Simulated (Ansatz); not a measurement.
# C2H4FNO: how energies converge with the basis set

How large a basis does C2H4FNO need? Two functionals are run in growing sets.

Method: one geometry, several basis sets; program: Ansatz 0.2.0, Gaussian basis.

Plan: PBE0-D4/def2-SVP; ωB97M-V/def2-SVP; PBE0-D4/def2-QZVPP; ωB97M-V/def2-QZVPP; the functionals' def2-TZVPP values are taken from earlier runs.

## 1. The relaxed structure

An earlier PBE0-D4/def2-TZVP relaxation fixed the geometry.

SMILES `N/C(F)=C\O`, 9 atoms, charge 0, spin multiplicity 1.

Atoms are counted from 1 here; the program's logs count them from 0.

Bond lengths: N1–C2 1.390 Å, N1–H6 1.013 Å, N1–H7 1.013 Å, C2–F3 1.357 Å, C2–C4 1.327 Å, C4–O5 1.350 Å, C4–H8 1.081 Å, O5–H9 0.968 Å. Angles: C2–N1–H6 113.1°, C2–N1–H7 113.1°, H6–N1–H7 108.9°, N1–C2–F3 117.3°, N1–C2–C4 122.8°, F3–C2–C4 119.8°, C2–C4–O5 123.2°, C2–C4–H8 122.3°, O5–C4–H8 114.5°, C4–O5–H9 106.2°.

## 2. PBE0-D4 in def2-SVP

The input, in.yaml:

```yaml
crystal:
  periodic: [false, false, false]
  atoms:
    - {symbol: N, position_ang: [0.308573, 1.167209, -0.253075]}
    - {symbol: C, position_ang: [0.565269, -0.187900, -0.077324]}
    - {symbol: F, position_ang: [1.843914, -0.607542, -0.251256]}
    - {symbol: C, position_ang: [-0.378492, -1.062436, 0.247314]}
    - {symbol: O, position_ang: [-1.670366, -0.719863, 0.436565]}
    - {symbol: H, position_ang: [0.502942, 1.489174, -1.193888]}
    - {symbol: H, position_ang: [0.807546, 1.754285, 0.404905]}
    - {symbol: H, position_ang: [-0.169938, -2.114905, 0.382001]}
    - {symbol: H, position_ang: [-1.721046, 0.235777, 0.287657]}
basis:
  gaussian: {orbitals: def2-SVP}
hamiltonian: {xc: pbe0, dispersion: d4}
output: {orbitals: {seedname: orbitals}}
```

Started as:

```bash
$ ansatz run in.yaml --threads 2 --pin off --events-out ev --progress --plain --max-ram 4352MiB
```

Further steps of the session: ωB97M-V in def2-SVP; PBE0-D4 in def2-QZVPP; ωB97M-V in def2-QZVPP.

Before running them: what should the planned runs give, taken together? Wanted: PBE0-D4: double and triple zeta above quadruple; ωB97M-V: double and triple zeta above quadruple.

As calculated:

| quantity | value |
| --- | --- |
| PBE0-D4: double and triple zeta above quadruple | 10.37, 0.46 eV |
| ωB97M-V: double and triple zeta above quadruple | 10.63, 0.43 eV |

What this shows: For PBE0-D4 the step from double to triple zeta gains 9.91 eV and the next only 0.46 eV. Total energies overstate the basis error of differences, where much of it tends to cancel. The LUMO of ωB97M-V is positive and keeps falling with the basis (3.21 to 1.50 eV): an unbound level that the basis holds in place.
